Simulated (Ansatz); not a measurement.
A nudged elastic band was laid between two geometries of BClFH + H (5 atoms, charge 0, multiplicity 2).

Method: UKS B3LYP-D4/cc-pVDZ in Ansatz 0.2.0.

```
movable images  : 9
climbing image  : yes
spring          : 20.0 eV/Å²
optimiser       : quadratic models (default)
start path      : through a guess of the saddle point
force threshold : 0.03 eV/Å
iteration limit : 60
end points      : relaxed
```

First end point:

```xyz
5
Properties=species:S:1:pos:R:3
B -0.022 0.000 -0.243
H 0.007 0.000 0.955
F 1.102 0.000 -0.946
Cl -1.555 0.000 -1.108
H 0.001 0.000 3.591
```

Last end point:

```xyz
5
Properties=species:S:1:pos:R:3
B 0.067 0.000 -0.584
H -0.028 0.000 2.331
F 1.125 0.000 -1.369
Cl -1.572 0.000 -1.220
H -0.060 0.000 3.093
```

(1) What changes between the two ends?

(2) What energy profile does the band end with?

(3) What is the geometry of the highest image?

Answers

(1) Bonds broken: B1–H2. Bonds formed: H2–H5. BClFH + H becomes BClF + H2.

(2) The forces met the threshold. The highest image is number 5 of 0 to 10, 7.0 kcal/mol above the first end and 5.1 kcal/mol above the last; the last end lies 1.9 kcal/mol above the first. Another band between the same ends (9 images) ends at a top of the same energy, where a vibrational analysis finds 2 clearly imaginary modes.

| image | path coordinate (Å) | energy (kcal/mol) | B1–H2 (Å) | H2–H5 (Å) |
| --- | --- | --- | --- | --- |
| 0 | 0.00 | 0.0 | 1.20 | 2.64 |
| 1 | 0.29 | 0.1 | 1.20 | 2.31 |
| 2 | 0.58 | 0.4 | 1.20 | 1.99 |
| 3 | 0.86 | 1.4 | 1.21 | 1.67 |
| 4 | 1.15 | 3.6 | 1.26 | 1.31 |
| 5 | 1.44 | 7.0 | 1.55 | 0.92 |
| 6 | 1.73 | 5.4 | 1.87 | 0.80 |
| 7 | 2.02 | 3.6 | 2.15 | 0.78 |
| 8 | 2.31 | 2.5 | 2.42 | 0.77 |
| 9 | 2.61 | 2.0 | 2.68 | 0.76 |
| 10 | 2.90 | 1.9 | 2.92 | 0.76 |

(3) 
```xyz
5
Properties=species:S:1:pos:R:3
B -0.033 0.000 -0.048
H -0.016 0.000 1.497
F 1.119 0.000 -0.690
Cl -1.556 0.000 -0.927
H 0.018 0.000 2.418
```

Run time: 2.5 min on 1 thread of Arm Neoverse V1 (shared host), peak memory 0.13 GiB.
